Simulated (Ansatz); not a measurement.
Ideal-gas functions of `OC1=COC1` at 400 K and 1 bar, from an Ansatz frequency run at PBE0-D4/def2-TZVP.

Molar mass 72.06 g/mol, point group C1 (symmetry number 1), electronic degeneracy 1, moments of inertia 35.318, 110.18, 141.497 u Å². Harmonic wavenumbers (cm⁻¹, unscaled): 184, 335, 408, 421, 720, 823, 924, 998, 1000, 1061, 1122, 1181, 1252, 1318, 1338, 1476, 1779, 3072, 3133, 3266, 3842.

Use S(trans) = R[1.5 ln M + 2.5 ln T − 1.1517]; rotational temperatures θ = 24.2544 K / I; S(rot) = R[ln(√π/σ · √(T³/θAθBθC)) + 1.5]; for each mode x = 1.438777 ν̃/T, S = R[x/(eˣ − 1) − ln(1 − e⁻ˣ)] and H = RT x/(eˣ − 1); 1 cm⁻¹ = 0.0119627 kJ/mol; R = 8.31446 J/(mol·K).

Question: By hand: the entropy, in J/(mol·K).

Answer: Translation 168.3. Rotation: θ = 0.6867, 0.2201, 0.1714 K, giving 107.1. Vibration, mode by mode: 11.90, 7.25, 5.83, 5.62, 2.40, 1.79, 1.34, 1.08, 1.07, 0.90, 0.75, 0.63, 0.51, 0.42, 0.40, 0.26, 0.10, 0.00, 0.00, 0.00, 0.00, in all 42.2. Electronic 0.0. Sum 317.6 J/(mol·K).

Question: By hand: H − E and G − E in kJ/mol, counted from the electronic energy.

Answer: Zero-point energy ½ × 29653 × 0.0119627 = 177.4; thermal vibration 10.6; translation, rotation and pV give 4 RT = 13.3. H − E = 201.3 kJ/mol, and G − E = 201.3 − 400 × 317.6/1000 = 74.3 kJ/mol.

Vibration gives 13 % of the entropy. The sum counts one conformer and one mirror image; others add a mixing term.
